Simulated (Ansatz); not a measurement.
Ideal-gas functions of C3H3N3, SMILES `c1ncncn1` at 298.15 K and 1 bar, from an Ansatz frequency run at PBE0-D4/def2-TZVP.

Molar mass 81.08 g/mol, point group D3h (symmetry number 6), electronic degeneracy 1, moments of inertia 77.363, 77.363, 154.726 u Å². Harmonic wavenumbers (cm⁻¹, unscaled): 347, 347, 693, 693, 761, 962, 1026, 1055, 1055, 1168, 1216, 1216, 1217, 1399, 1456, 1456, 1633, 1633, 3178, 3178, 3183.

Use S(trans) = R[1.5 ln M + 2.5 ln T − 1.1517]; rotational temperatures θ = 24.2544 K / I; S(rot) = R[ln(√π/σ · √(T³/θAθBθC)) + 1.5]; for each mode x = 1.438777 ν̃/T, S = R[x/(eˣ − 1) − ln(1 − e⁻ˣ)] and H = RT x/(eˣ − 1); 1 cm⁻¹ = 0.0119627 kJ/mol; R = 8.31446 J/(mol·K).

**Question.** By hand: the entropy, in J/(mol·K).

**Answer.** Translation 163.7. Rotation: θ = 0.3135, 0.3135, 0.1568 K, giving 90.7. Vibration, mode by mode: 4.94, 4.94, 1.32, 1.32, 1.01, 0.46, 0.35, 0.31, 0.31, 0.20, 0.16, 0.16, 0.16, 0.08, 0.06, 0.06, 0.03, 0.03, 0.00, 0.00, 0.00, in all 15.9. Electronic 0.0. Sum 270.3 J/(mol·K).

**Question.** By hand: H − E and G − E in kJ/mol, counted from the electronic energy.

**Answer.** Zero-point energy ½ × 28872 × 0.0119627 = 172.7; thermal vibration 3.4; translation, rotation and pV give 4 RT = 9.9. H − E = 186.0 kJ/mol, and G − E = 186.0 − 298.15 × 270.3/1000 = 105.4 kJ/mol.

Vibration gives 6 % of the entropy.
